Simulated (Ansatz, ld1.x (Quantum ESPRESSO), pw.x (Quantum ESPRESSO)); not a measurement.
**From atom to crystal: TM potential for rhenium**

Re, norm-conserving Troullier–Martins (Kleinman–Bylander form), made with ld1.x (Quantum ESPRESSO) 7.5 (LDA (PW92), scalar-relativistic). Core [Xe] 4f14, reference 5d5 6s2 6p0. Waves: 6p (bound, empty): rc 3.15 bohr; 5d (bound): rc 1.40 bohr; 6s (bound): rc 2.25 bohr. Local part: the s channel. Core correction: none.

Atomic tests: cutoffs needed: 35 Ry and 55 Ry (the cutoffs (Ry, on a coarse ladder) from which the occupation-weighted sum of valence levels, in a spherical-Bessel basis at the reference potential, stays within 10 and 1 mRy of its value at 400 Ry); ghost test: no extra level below or beside the all-electron valence levels (p, d, s, f tested) (spherical-Bessel basis up to 400 Ry, 20 bohr box); largest excitation error: -46 meV (all-electron minus pseudo) for 5d6 6s0 6p0, out of 7 test configurations.

Crystal test: fcc Re in pw.x 7.5, no spin, 15³ k-points, Fermi–Dirac smearing 0.01 Ry, cutoffs 70/280 Ry. The reference is all-electron LAPW (Ansatz 0.2.0) with the same functional, mesh and smearing; V0 and B0 come from Birch–Murnaghan fits to the pressures at five volumes. Errors are pseudo minus all-electron; Δ is the rms difference of the E(V) curves that follow from these fits, minima aligned, over ±6 % about the mean V0. Mesh and smearing are coarse, so the numbers serve the comparison and aren't converged zero-temperature values; the lattice is a test structure that the element need not adopt.

```tsv
V (Å³/atom)	P all-electron (GPa)	P pseudo (GPa)
13.650	23.89	28.01
14.009	11.55	15.32
14.368	0.76	4.22
14.727	-8.68	-5.50
15.086	-16.93	-13.99
```

All-electron: a0 = 3.862 Å (V0 = 14.40 Å³/atom), B0 = 399.9 GPa.

Pseudopotential: mean pressure error (GPa): +3.50; a0 (Å): 3.872; a0 error (%): +0.28; B0 error (%): -0.9; Δ (meV/atom): 10.7. The largest radius (3.15 bohr) exceeds half the bond length (2.58 bohr), so the spheres overlap, which is one possible source of error among others.

Task: At the middle volume, how do free energy and pressure move when the wave cutoff is lowered (ecutrho kept at four times it)?

Result:

| cutoff (Ry) | shift of F (meV/atom) | shift of P (GPa) |
| --- | --- | --- |
| 32 | +71.3 | -4.71 |
| 42 | +30.5 | +0.02 |
| 56 | +9.8 | -0.50 |

Input at the middle volume:

```
&control
  calculation='scf', prefix='x', pseudo_dir='./', outdir='./tmp', tstress=.true., disk_io='none'
/
&system
  ibrav=0, nat=1, ntyp=1, ecutwfc=70, ecutrho=280, nbnd=11,
  occupations='smearing', smearing='fd', degauss=0.01
/
&electrons
  conv_thr=1e-09, mixing_beta=0.4, electron_maxstep=70
/
ATOMIC_SPECIES
Re 1.0 Re.UPF
CELL_PARAMETERS angstrom
  0.00000000 1.92954735 1.92954735
  1.92954735 0.00000000 1.92954735
  1.92954735 1.92954735 0.00000000
ATOMIC_POSITIONS crystal
Re 0.0000 0.0000 0.0000
K_POINTS automatic
15 15 15 0 0 0
```

```bash
pw.x < Re.scf.in > Re.scf.out
```

Lines of the output:

```
Message from routine setup:
     using ibrav=0 with symmetry is DISCOURAGED, use correct ibrav instead
     lattice parameter (alat)  =       5.1567  a.u.
     unit-cell volume          =      96.9601 (a.u.)^3
     number of electrons       =         7.00
     number of Kohn-Sham states=           11
     kinetic-energy cutoff     =      70.0000  Ry
     charge density cutoff     =     280.0000  Ry
     scf convergence threshold =      1.0E-09
     Exchange-correlation= PW
     number of k points=   120  Fermi-Dirac smearing, width (Ry)=  0.0100
     iteration #  1     ecut=    70.00 Ry     beta= 0.40
     total energy              =     -22.41765552 Ry
     estimated scf accuracy    <       0.02955958 Ry
     iteration #  2     ecut=    70.00 Ry     beta= 0.40
     total energy              =     -22.41651432 Ry
     estimated scf accuracy    <       0.00518860 Ry
     iteration #  3     ecut=    70.00 Ry     beta= 0.40
     total energy              =     -22.41721099 Ry
     estimated scf accuracy    <       0.00008265 Ry
     iteration #  4     ecut=    70.00 Ry     beta= 0.40
     total energy              =     -22.41721641 Ry
     estimated scf accuracy    <       0.00000493 Ry
     iteration #  5     ecut=    70.00 Ry     beta= 0.40
     total energy              =     -22.41721738 Ry
     estimated scf accuracy    <       0.00000100 Ry
     iteration #  6     ecut=    70.00 Ry     beta= 0.40
     total energy              =     -22.41721751 Ry
     estimated scf accuracy    <          1.4E-09 Ry
     iteration #  7     ecut=    70.00 Ry     beta= 0.40
     the Fermi energy is    17.5931 ev
!    total energy              =     -22.41721751 Ry
     estimated scf accuracy    <          5.9E-10 Ry
     smearing contrib. (-TS)   =      -0.00356348 Ry
     The total energy is F=E-TS. E is the sum of the following terms:
     one-electron contribution =      13.18237002 Ry
     hartree contribution      =       0.40494869 Ry
     xc contribution           =      -5.19477829 Ry
     ewald contribution        =     -30.80619445 Ry
     convergence has been achieved in   7 iterations
          total   stress  (Ry/bohr**3)                   (kbar)     P=       42.17
     Message from routine punch:
     Nothing written, as per user request (disk_io='none')
```

The run at the middle volume (120 k-points, 7 iterations) took about 12 s on one core of a shared host (Intel(R) Xeon(R) Platinum 8488C, 192 threads, 744 GiB, load 104).
